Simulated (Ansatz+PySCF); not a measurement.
A calculation with PySCF 2.14.0.

```python
from pyscf import gto, scf, cc

mol = gto.M(atom="""
Na 0.000000 0.000000 0.000000
Si 0.850450 1.133940 2.455040
""", basis='sto-3g', charge=1, spin=0)
mf = scf.RHF(mol)
mf.kernel()
mycc = cc.CCSD(mf, frozen=6).run()
et = mycc.ccsd_t()
print(mf.e_tot, mycc.e_corr, et, mycc.e_tot + et)
```

The script is written out from the run's settings.

Results

```json
{
  "Converged": "yes",
  "Reference energy": "-445.23804 hartree",
  "CCSD correlation energy": "-0.07259 hartree",
  "Triples correction": "-0.00194 hartree",
  "Total energy": "-445.31256 hartree",
  "Spin squared of the determinant": "0.000"
}
```

Caution: an unrestricted determinant lies well below.
